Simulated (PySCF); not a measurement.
**PF and its ions**

UHF-CCSD(T); PySCF, no relativity, basis sets P def2-TZVPPD, F def2-TZVPPD. Neutral (UHF): triplet (π ↑↑), Re = 1.601 Å, ωe = 844 cm⁻¹, De = 4.44 eV.

PF⁺ (UHF): doublet (π ↑), Re = 1.513 Å, ωe = 1050 cm⁻¹, De = 5.35 eV to P⁺ + F. The energies at the minima are -440.60563 hartree for PF and -440.25465 for PF⁺.

Task: Work out the adiabatic ionisation energy, without and with harmonic zero-point energies (1 hartree = 27.2114 eV, 1 eV = 8065.5 cm⁻¹), and the change of the bond length.

Result: At UHF-CCSD(T): 0.35098 hartree = 9.551 eV between the minima; the zero-point term (1050.0 − 844.0)/2 cm⁻¹ = +0.013 eV makes it 9.563 eV. Re changes by -8.8 pm against the neutral. The electron leaves a π orbital, and the shorter bond of the ion fits an antibonding orbital, or a change in how ionic the bond is.

PF⁻ (UHF): doublet (π ↑), Re = 1.714 Å, ωe = 628 cm⁻¹, De = 1.62 eV to P + F⁻. The energies at the minima are -440.60563 hartree for PF and -440.62141 for PF⁻.

Task: Work out the adiabatic electron affinity, without and with harmonic zero-point energies (1 hartree = 27.2114 eV, 1 eV = 8065.5 cm⁻¹), and the change of the bond length.

Result: At UHF-CCSD(T): 0.01578 hartree = 0.429 eV between the minima; the zero-point term (844.0 − 628.0)/2 cm⁻¹ = +0.013 eV makes it 0.443 eV. Re changes by +11.3 pm against the neutral. The electron enters a π orbital, and the longer bond of the ion fits an antibonding orbital, or a change in how ionic the bond is.

Correlated steps freeze 6 core orbitals. For an ion De counts to the pair picked by the measured ionisation energies or electron affinities, which need not be the lowest pair at this level. States were picked by a PBE0 search and need not be the measured ground states.
